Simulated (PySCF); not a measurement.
## Basis-set dependence of C₂⁻ at CCSD(T)

PySCF, UHF reference; doublet, unpaired electrons σ ↑; De to C + C⁻ without counterpoise correction. Frozen cores follow the default of each basis and core potential.

```json
{"basis": "def2-SVPD", "relativity": "no relativity", "functions": "40", "Re (Å)": "1.282", "ωe (cm⁻¹)": "1815", "De (eV)": "n/a", "frozen orbitals": "2"}
{"basis": "aug-pcseg-1", "relativity": "no relativity", "functions": "46", "Re (Å)": "1.286", "ωe (cm⁻¹)": "1766", "De (eV)": "7.68", "frozen orbitals": "2"}
{"basis": "def2-TZVPPD", "relativity": "no relativity", "functions": "74", "Re (Å)": "1.274", "ωe (cm⁻¹)": "1781", "De (eV)": "n/a", "frozen orbitals": "2"}
```

(1) How does each smaller set differ from the one with most functions, def2-TZVPPD?

Correlated steps freeze 2 core orbitals. Correlated levels converge slowly with the basis: in double zeta they bind strong bonds too weakly, by up to about 1 eV, and carry superposition errors of some tenths. The state was picked by a PBE0 search and need not be the measured ground state.

Results:

(1) def2-SVPD: +0.8 pm, +1.9 % in ωe; aug-pcseg-1: +1.2 pm, -0.8 % in ωe. All at CCSD(T); the set with most functions is neither the basis-set limit nor always the best.
